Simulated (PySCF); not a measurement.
# C5H8N+: electronic excitations and core binding energies

What electronic excitations and core binding energies should C5H8N+ (`CN(C)[c+]1cc1`) show?

Programs: PySCF 2.14.0, with density-fitted response routines of our own. Each step states its level of theory. These are calculated values for one molecule in the gas phase, unless marked as measured. Atoms are numbered from 0 throughout.

## Step 1: Starting geometry

14 atoms, charge 1, multiplicity 1; geometry from: GFN2-xTB.

Bonds of the start (Å): C0–N1 1.45, N1–C2 1.45, N1–C3 1.27, C3–C4 1.42, C4–C5 1.34, C5–C3 1.42, C0–H6 1.09, C0–H7 1.09, C0–H8 1.09, C2–H9 1.09, C2–H10 1.09, C2–H11 1.09, C4–H12 1.07, C5–H13 1.07.

## Step 2: Ultraviolet spectrum: PBE0/def2-SVPD

Job settings and geometry (Å):

```
{"job": {"kind": "uv", "xc": "PBE0", "basis": "def2-SVPD", "nstates": 8, "ntriplets": 3}, "charge": 1, "multiplicity": 1}
C     -1.124406     1.078170    -0.603198
N     -0.358894    -0.016798    -0.041371
C     -1.119814    -1.185039     0.354742
C      0.905015     0.043603     0.096620
C      2.146651     0.719593    -0.030605
C      2.147063    -0.515261     0.496437
H     -1.653528     0.737276    -1.493532
H     -0.472791     1.906444    -0.869823
H     -1.860900     1.421404     0.123965
H     -0.464943    -1.950385     0.763531
H     -1.857255    -0.904812     1.107406
H     -1.647486    -1.589504    -0.509495
H      2.679843     1.590923    -0.333804
H      2.680767    -1.336088     0.916960
```

Level: TDDFT PBE0/def2-SVPD, vertical, gas phase, core orbitals frozen in the response.

Started as:

```console
> OMP_NUM_THREADS=1 python probes_run.py task.json out
```

This one command runs all jobs of the session in turn.

Output:

```text
coarse grid: 11456 points
cycle   1  E = -249.2473313582  dE =  1.202e+00  |g| = 2.500e-01  |ddm| = 6.191e+00
cycle   2  E = -249.2482383208  dE = -9.070e-04  |g| = 2.676e-01  |ddm| = 9.186e-01
cycle   3  E = -249.2641537199  dE = -1.592e-02  |g| = 5.461e-02  |ddm| = 4.098e-01
cycle   4  E = -249.2646836940  dE = -5.300e-04  |g| = 2.745e-02  |ddm| = 1.014e-01
cycle   5  E = -249.2648740281  dE = -1.903e-04  |g| = 6.251e-03  |ddm| = 4.066e-02
cycle   6  E = -249.2648813789  dE = -7.351e-06  |g| = 2.342e-03  |ddm| = 1.359e-02
final grid: 110008 points
cycle   7  E = -249.2988791552  dE = -2.649e-05  |g| = 7.217e-03  |ddm| = 9.269e-02
cycle   8  E = -249.2988762064  dE =  2.949e-06  |g| = 8.300e-03  |ddm| = 2.289e-02
cycle   9  E = -249.2988915075  dE = -1.530e-05  |g| = 1.627e-03  |ddm| = 1.196e-02
cycle  10  E = -249.2988921244  dE = -6.169e-07  |g| = 1.868e-04  |ddm| = 2.070e-03
cycle  11  E = -249.2988921301  dE = -5.624e-09  |g| = 8.798e-05  |ddm| = 3.542e-04
cycle  12  E = -249.2988921319  dE = -1.843e-09  |g| = 1.494e-05  |ddm| = 1.690e-04
cycle  13  E = -249.2988921320  dE = -5.446e-11  |g| = 3.668e-06  |ddm| = 3.093e-05
converged SCF energy = -249.2988921320

Static polarisability (au): isotropic 58.534, principal 40.278 57.772 77.551

Singlet excitations
state   eV       nm        f      main configurations
  1   5.8503    211.9   0.01937   H->L 0.98
  2   6.9998    177.1   0.00001   H-1->L 0.98
  3   7.5911    163.3   0.53922   H->L+1 0.96
  4   8.0791    153.5   0.00004   H-1->L+1 0.44, H-6->L 0.36, H-4->L 0.19
  5   8.2388    150.5   0.02969   H->L+2 0.98
  6   8.3217    149.0   0.00002   H-1->L+1 0.53, H-6->L 0.27, H-4->L 0.17
  7   8.5355    145.3   0.00048   H-2->L 0.99
  8   8.9231    138.9   0.00348   H-3->L 1.00

Triplet excitations (Tamm-Dancoff, eV): 4.5077 5.5503 6.4720
```

Run time: 59 s. Hardware: 1 thread of Intel Xeon at 2.50GHz, shared host; peak memory 0.68 GiB.

The orbitals next to the gap, with their largest atomic shares:

```
orbital      eV                      atoms
 HOMO−3  -16.03  C2 26 %, C0 26 %, H8 10 %
 HOMO−2  -15.75  C0 26 %, C2 26 %, H7 14 %
 HOMO−1  -15.17  C3 30 %, C5 19 %, C4 19 %
   HOMO  -13.03  N1 35 %, C4 11 %, C5 11 %
   LUMO   -6.19   C5 40 %, C4 40 %, C3 8 %
 LUMO+1   -4.82  C3 38 %, N1 24 %, C4 13 %
 LUMO+2   -3.45  C3 19 %, C0 15 %, C2 15 %
```

With each of the 8 states as a Gaussian band of 0.4 eV half-width at 1/e, the curve within the window shown has maxima at 212 nm (ε 780), 163 nm (ε 22,000) L/(mol cm). Beyond the last state computed it falls off for lack of states. The curve at chosen wavelengths:

| nm | ε (L/mol/cm) |
| --- | --- |
| 134 | 84 |
| 138 | 195 |
| 142 | 440 |
| 146 | 1106 |
| 150 | 2768 |
| 154 | 7519 |
| 158 | 15885 |
| 162 | 21715 |
| 166 | 19294 |
| 170 | 11690 |
| 174 | 5080 |
| 178 | 1656 |
| 182 | 425 |
| 187 | 77 |
| 191 | 77 |
| 195 | 172 |
| 199 | 339 |
| 203 | 540 |
| 207 | 709 |
| 211 | 783 |
| 215 | 741 |
| 219 | 611 |
| 223 | 445 |
| 227 | 290 |
| 231 | 172 |
| 235 | 93 |

Further results of this job:

| property | computed |
| --- | --- |
| polarisability (Å³) | 8.67 |
| HOMO–LUMO gap (eV) | 6.83 |
| −ε(HOMO) (eV) | 13.03 |

## Step 3: Core holes by ΔSCF: SCAN, X2C

Same as in step 2 but for these lines:

```diff
@@ -1,2 +1,2 @@
-{"job": {"kind": "uv", "xc": "PBE0", "basis": "def2-SVPD", "nstates": 8, "ntriplets": 3}, "charge": 1, "multiplicity": 1}
+{"job": {"kind": "xps"}, "charge": 1, "multiplicity": 1}
 C     -1.124406     1.078170    -0.603198
```

Level: delta-SCF UKS SCAN, pcX-2 on the ionised atom, pcseg-1 elsewhere, spin-free X2C.

Output:

```text
ground state, core basis on atom 0 (C), 155 functions
  cycle   1  E = -249.67459498  |g| = 3.12e-01
  cycle   2  E = -249.66791311  |g| = 3.52e-01
  cycle   3  E = -249.69692614  |g| = 6.80e-02
  cycle   4  E = -249.69772538  |g| = 3.44e-02
  cycle   5  E = -249.69801718  |g| = 1.12e-02
  cycle   6  E = -249.69804208  |g| = 4.76e-03
  cycle   7  E = -249.69804784  |g| = 5.24e-04
  cycle   8  E = -249.69804755  |g| = 3.05e-04
  E(ground) = -249.71159325 Eh
hole in C 1s of atom 0
  cycle   1  E = -238.24728062  |g| = 1.50e+00
  cycle   2  E = -237.44188405  |g| = 1.89e+00
  cycle   3  E = -238.70721336  |g| = 4.40e-01
  cycle   4  E = -238.74041420  |g| = 3.53e-01
  cycle   5  E = -238.79711227  |g| = 7.09e-02
  cycle   6  E = -238.79879000  |g| = 2.96e-02
  cycle   7  E = -238.79920444  |g| = 1.10e-02
  cycle   8  E = -238.79926173  |g| = 4.66e-03
  cycle   9  E = -238.79927437  |g| = 2.13e-03
  cycle  10  E = -238.79927645  |g| = 1.28e-03
  cycle  11  E = -238.79927769  |g| = 2.93e-04
  E(ion) = -238.81144376 Eh   <S^2> = 0.7681   hole on atom = 1.000   binding energy = 296.608 eV
ground state, core basis on atom 1 (N), 155 functions
  cycle   1  E = -249.71216195  |g| = 7.52e-02
  cycle   2  E = -249.71211468  |g| = 2.61e-02
  cycle   3  E = -249.71212549  |g| = 2.59e-02
  cycle   4  E = -249.71227410  |g| = 4.82e-03
  cycle   5  E = -249.71227747  |g| = 7.75e-04
  cycle   6  E = -249.71227876  |g| = 2.66e-04
  E(ground) = -249.72402708 Eh
hole in N 1s of atom 1
  cycle   1  E = -233.86402098  |g| = 1.88e+00
  cycle   2  E = -232.61395892  |g| = 2.43e+00
  cycle   3  E = -234.39394108  |g| = 6.10e-01
  cycle   4  E = -234.47751981  |g| = 4.38e-01
  cycle   5  E = -234.57457523  |g| = 8.37e-02
  cycle   6  E = -234.57714033  |g| = 1.94e-02
  cycle   7  E = -234.57733132  |g| = 5.65e-03
  cycle   8  E = -234.57734951  |g| = 2.01e-03
  cycle   9  E = -234.57735163  |g| = 9.24e-04
  cycle  10  E = -234.57735295  |g| = 2.86e-04
  E(ion) = -234.58761818 Eh   <S^2> = 0.7667   hole on atom = 1.000   binding energy = 411.883 eV
ground state, core basis on atom 3 (C), 155 functions
  cycle   1  E = -249.70418660  |g| = 5.74e-02
  cycle   2  E = -249.70418508  |g| = 1.28e-02
  cycle   3  E = -249.70411793  |g| = 2.06e-02
  cycle   4  E = -249.70422323  |g| = 3.04e-03
  cycle   5  E = -249.70422443  |g| = 6.26e-04
  cycle   6  E = -249.70422587  |g| = 1.97e-04
  E(ground) = -249.71836580 Eh
hole in C 1s of atom 3
  cycle   1  E = -238.16501761  |g| = 1.52e+00
  cycle   2  E = -236.76060437  |g| = 2.24e+00
  cycle   3  E = -238.62690787  |g| = 4.66e-01
  cycle   4  E = -238.65337498  |g| = 3.94e-01
  cycle   5  E = -238.71555993  |g| = 2.21e-01
  cycle   6  E = -238.73930930  |g| = 4.25e-02
  cycle   7  E = -238.74007951  |g| = 1.17e-02
  cycle   8  E = -238.74021554  |g| = 5.17e-03
  cycle   9  E = -238.74026392  |g| = 3.68e-03
  cycle  10  E = -238.74030597  |g| = 2.21e-03
  cycle  11  E = -238.74032791  |g| = 1.93e-03
  cycle  12  E = -238.74033194  |g| = 9.56e-04
  cycle  13  E = -238.74033400  |g| = 2.96e-04
  E(ion) = -238.75248386 Eh   <S^2> = 0.8126   hole on atom = 1.000   binding energy = 298.397 eV
ground state, core basis on atom 4 (C), 155 functions
  cycle   1  E = -249.70264273  |g| = 5.93e-02
  cycle   2  E = -249.70247019  |g| = 3.38e-02
  cycle   3  E = -249.70246656  |g| = 3.36e-02
  cycle   4  E = -249.70274188  |g| = 5.47e-03
  cycle   5  E = -249.70274964  |g| = 6.04e-04
  cycle   6  E = -249.70274962  |g| = 2.03e-04
  E(ground) = -249.71700261 Eh
hole in C 1s of atom 4
  cycle   1  E = -238.19437848  |g| = 1.50e+00
  cycle   2  E = -236.55663493  |g| = 2.21e+00
  cycle   3  E = -238.50648178  |g| = 6.97e-01
  cycle   4  E = -238.64634308  |g| = 5.11e-01
  cycle   5  E = -238.76491684  |g| = 1.46e-01
  cycle   6  E = -238.77345921  |g| = 4.08e-02
  cycle   7  E = -238.77431433  |g| = 1.70e-02
  cycle   8  E = -238.77453317  |g| = 9.08e-03
  cycle   9  E = -238.77463952  |g| = 5.39e-03
  cycle  10  E = -238.77474279  |g| = 3.15e-03
  cycle  11  E = -238.77478691  |g| = 3.12e-03
  cycle  12  E = -238.77480332  |g| = 9.64e-04
  cycle  13  E = -238.77480658  |g| = 4.95e-04
  E(ion) = -238.78776758 Eh   <S^2> = 0.8760   hole on atom = 1.000   binding energy = 297.400 eV
```

It took 2 min on 1 thread of Intel Xeon at 2.50GHz, shared host; peak memory 0.46 GiB.

Binding energies by hole, beside the orbital energy of the ground state; the difference holds orbital relaxation and, for a density functional, its self-interaction error:

| hole | stands for | ΔSCF (eV) | −ε (eV) | ⟨S²⟩ |
| --- | --- | --- | --- | --- |
| C1s on C0 | C0, C2 | 296.61 | 279.2 | 0.768 |
| N1s on N1 | N1 | 411.88 | 393.1 | 0.767 |
| C1s on C3 | C3 | 298.40 | 281.6 | 0.813 |
| C1s on C4 | C4, C5 | 297.40 (doubtful) | 280.8 | 0.876 |

Each hole run stands for the others of its class of like atoms.

Doubtful: the ion did not converge, its hole moved, or its ⟨S²⟩ is well above 0.75.

## Step 4: What came out

| quantity | value |
| --- | --- |
| lowest singlet (PBE0/def2-SVPD) | 5.85 eV (212 nm), f = 0.019 |
| brightest single state of those computed | state 3, 7.59 eV, f = 0.539 |
| lowest triplet | 4.51 eV |
| C1s binding energies, SCAN/pcX-2 (standing for 3 of 5 atoms) | C3 298.40, C0 296.61 eV |
| N1s binding energies, SCAN/pcX-2 | N1 411.88 eV |

The first singlet state (HOMO→LUMO 0.98) lies at 5.85 eV and is weak; of the 8 states computed, the strongest absorption comes from state 3 at 7.59 eV. The lowest triplet lies 1.34 eV below the lowest singlet (triplets in Tamm-Dancoff, singlets in full TDDFT). The C1s levels kept as sound span 1.79 eV, from C0 up to C3. Only 3 of the 5 C atoms are covered by sound results.
